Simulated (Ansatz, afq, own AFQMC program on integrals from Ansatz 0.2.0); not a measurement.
## P, quartet → P⁺, triplet

A free P atom.

E(triplet, charge +1) − E(quartet, charge +0) at this geometry, on UHF and UHF determinants.

Basis cc-pVDZ. Only valence electrons are correlated. Integrals, coupled cluster, full CI and functionals: Ansatz 0.2.0; the random walks run on the same integrals in our own AFQMC program. The CISD trial takes its coefficients from CCSD amplitudes. Released means that phaseless walkers are propagated on without the constraint, phases kept. Free AFQMC starts from the CCSD state and is never constrained. Its projection time is finite, and what remains of the start isn't in its error. Error bars are statistical, one sigma. The errors of all members are added in quadrature.

Full CI on the same integrals is exact in this basis and with this determinant's frozen core.

Errors are counted within cc-pVDZ, not against nature.

Reference (full CI): 10.244 eV.

```
         level  vertical ionization energy (eV)  error against FCI (eV)
            HF                            9.936                  -0.309
           MP2                           10.318                   0.074
          CCSD                           10.242                  -0.002
       CCSD(T)                           10.245                   0.000
         CCSDT                           10.243                  -0.002
      CCSDT(Q)                           10.244                   0.000
   ph-AFQMC/HF                   10.338 ± 0.020           0.093 ± 0.020
 ph-AFQMC/CISD                   10.248 ± 0.001           0.004 ± 0.001
released AFQMC                  10.244 ± 0.0005          0.000 ± 0.0005
    free AFQMC                  10.244 ± 0.0004          0.000 ± 0.0004
```

Correlation beyond CCSD(T) changes it by less than 2 meV. The perturbative (T) step is worth +0.003 eV.

CCSDT and higher add their correlation energy to the determinant of the CCSD(T) run, since their own runs factorise the integrals more tightly (a shift of under 2 meV). Free projections are given only where their last times agree within the noise and don't stop above the reference; a slow remainder of the start can still hide under it. A walk keeps the symmetry of its determinant, which the program's search chose and which needn't be the lowest solution, so a lower state of the same spin and another symmetry isn't excluded. Released energies are given only where the last usable release times agree within the noise; a slower fall can still hide under it.
